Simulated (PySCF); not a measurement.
Homolysis of single bonds, series Si F-Cl. All species are isolated molecules in the gas phase. Strings in code marks are SMILES.

Level of theory: PySCF with B3LYP-D3(BJ)/def2-TZVP. B3LYP has the VWN-RPA correlation part, as in Gaussian. 

```tsv
species	highest occupied spin orbital (eV)	dipole moment (D)
whole molecule (`[Si](F)(F)(F)F`)	–	0.00
radical fragment (`F[Si](F)F`)	-7.62	1.22
radical fragment (`[F]`)	-12.17	0.00
radical fragment (`F[Si](Cl)F`)	-7.30	1.07
radical fragment (`[Cl]`)	-9.27	0.00
whole molecule (`Cl[Si](Cl)(Cl)Cl`)	–	0.00
```
